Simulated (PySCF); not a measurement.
Bonds (- single, = double, # triple, : aromatic): O1=P2 1.476 Å, P2-O3 1.604 Å, P2-O4 1.604 Å, P2-O5 1.605 Å. O3 carries H6; O4 carries H7; O5 carries H8.

Geometry: PBE0-D3(BJ)/def2-SVP; GIAO absolute shieldings from PySCF, gas phase, non-relativistic, averaged over equivalent atoms.

At PBE/pcSseg-2 (229 basis functions, 36 s wall time on 1 thread of an x86-64 server CPU, shared host):
```json
{"atoms": "O1", "σ (ppm)": "158.0"}
{"atoms": "O3/O4/O5", "σ (ppm)": "210.8"}
{"atoms": "P2", "σ (ppm)": "281.8"}
{"atoms": "H6/H7/H8", "σ (ppm)": "28.25"}
```

Estimate the result of repeating the calculation with KT3/pcSseg-2.

## Answers


```csv
atoms,σ at KT3/pcSseg-2,change
O1,165.9,+7.9
O3/O4/O5,216.1,+5.3
P2,321.6,+39.8
H6/H7/H8,28.42,+0.17
```

The largest change is at P2 (phosphorus bonded to 4 O). Cost: 229 basis functions, 49 s wall time on 1 thread of an x86-64 server CPU, shared host.
